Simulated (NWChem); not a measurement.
# CHCl2F (dichlorofluoromethane) at 3 levels

Wanted: a comparison of 3 runs (MP2/6-31G*, MP2/6-31+G*, MP2/6-31++G**) of CHCl2F (dichlorofluoromethane). 

Program for the calculation: NWChem 7.3.0.

3 further runs of the same task are left out: 3 that didn't finish.

## (1) The molecule

CHCl2F: 5 atoms, total charge 0, spin state singlet. SMILES: `FC(Cl)Cl`. The coordinates come from a PBE0-D4/def2-TZVP relaxation.

Bond lengths: F1–C2 1.340 Å, C2–Cl3 1.759 Å, C2–Cl4 1.759 Å, C2–H5 1.088 Å. Angles: F1–C2–Cl3 109.4°, F1–C2–Cl4 109.4°, Cl3–C2–Cl4 111.6°, F1–C2–H5 109.7°, Cl3–C2–H5 108.4°, Cl4–C2–H5 108.4°.

## (2) A single-point energy at MP2/6-31G(d) (spherical functions) (run 1)

mol.xyz reads:

```xyz
5

F     -0.590600     0.132500     1.230400
C      0.006400     0.099400     0.030700
Cl     1.459900    -0.886800     0.126900
Cl    -1.120400    -0.525200    -1.167100
H      0.294600     1.106400    -0.262500
```

mol.nw reads:

```
start mol
memory total 2200 mb
charge 0

geometry units angstroms noautosym nocenter noautoz
  load mol.xyz
end

basis spherical bse
  F library 6-31G*
  C library 6-31G*
  Cl library 6-31G*
  H library 6-31G*
end

scf
  thresh 1e-08
  maxiter 80
  print low
end

mp2
  freeze core 12
  tight
end

task mp2 energy
```

The run is started by

```
$ nwchem mol.nw > mol.out
```

Output:

```text
[...]
  functions       =    66
[...]
  wavefunction    = RHF
[...]
         Total SCF energy =  -1056.824069380882
      One-electron energy =  -1883.102867138471
      Two-electron energy =    614.324521880890
 Nuclear repulsion energy =    211.954275876699
        Time for solution =     13.6s
[...]
          Total MP2 energy         -1057.379659109585
[...]
```

Wall time 17 s (1 thread of Intel Xeon Platinum 8259CL at 2.50GHz (Skylake/Cascade Lake), shared host); peak memory 0.14 GiB.

## (3) The energy at MP2/6-31+G(d) (spherical functions) (run 2)

chcl2f.nw reads:

```
start chcl2f
memory 2200 mb

geometry units au noautosym nocenter noautoz
 F  -1.11607225  0.25038871  2.32511902
 C   0.01209425  0.18783878  0.05801459
 Cl  2.75881117 -1.67580913  0.23980625
 Cl -2.11724915 -0.99248416 -2.20549936
 H   0.55671332  2.09079298 -0.49605311
end

basis spherical bse
 * library 6-31+G*
end

scf
 thresh 1e-08
 maxiter 80
 print low
end

mp2
 freeze core 12
 tight
end

task mp2 energy
```

The run is started by

```
$ nwchem chcl2f.nw > chcl2f.out
```

Output:

```text
[...]
  functions       =    82
[...]
  wavefunction    = RHF
[...]
         Total SCF energy =  -1056.832936523992
      One-electron energy =  -1882.810504362207
      Two-electron energy =    614.023307223677
 Nuclear repulsion energy =    211.954260614538
        Time for solution =     22.8s
[...]
          Total MP2 energy         -1057.398757213566
[...]
```

It took 27 s on 1 thread of Intel Xeon Platinum 8259CL at 2.50GHz (Skylake/Cascade Lake), shared host; peak memory 0.19 GiB.

## (4) The energy at MP2/6-31++G(d,p) (spherical functions) (run 3)

mymol.nw reads:

```
echo
START mymol
memory 2200 mb
GEOMETRY units bohr noautosym nocenter noautoz
  F   -1.11607225   0.25038871   2.32511902
  C    0.01209425   0.18783878   0.05801459
  Cl   2.75881117  -1.67580913   0.23980625
  Cl  -2.11724915  -0.99248416  -2.20549936
  H    0.55671332   2.09079298  -0.49605311
END
BASIS spherical bse
  * library 6-31++G**
END
SCF
  thresh 1e-08
  maxiter 80
  print low
END
MP2
  freeze core 12
  tight
END
TASK mp2 energy
```

The run is started by

```
$ nwchem mymol.nw > mymol.out
```

Output:

```text
[...]
  functions       =    86
[...]
  wavefunction    = RHF
[...]
         Total SCF energy =  -1056.834644706906
      One-electron energy =  -1882.818506656552
      Two-electron energy =    614.029601335108
 Nuclear repulsion energy =    211.954260614538
        Time for solution =     25.7s
[...]
          Total MP2 energy         -1057.406703209664
[...]
```

Wall time 31 s (1 thread of Intel Xeon Platinum 8259CL at 2.50GHz (Skylake/Cascade Lake), shared host); peak memory 0.21 GiB.

## (5) Overview of the runs

| run | level | energy (Eh) | correlation energy (mEh) | wall time |
| --- | --- | --- | --- | --- |
| 1 | MP2/6-31G* (spherical functions) | -1057.379659 | -555.6 | 17 s |
| 2 | MP2/6-31+G* (spherical functions) | -1057.398757 | -565.8 | 27 s |
| 3 | MP2/6-31++G** (spherical functions) | -1057.406703 | -572.1 | 31 s |

## (6) Outcome

| quantity | value |
| --- | --- |
| run 3: total energy | -1057.40670 Eh |
| run 3: correlation energy (12 core orbitals frozen) | -572.1 mEh |

What this shows: Over the runs the total energy spans 0.736 eV. All runs together took 75 s, the longest 31 s.
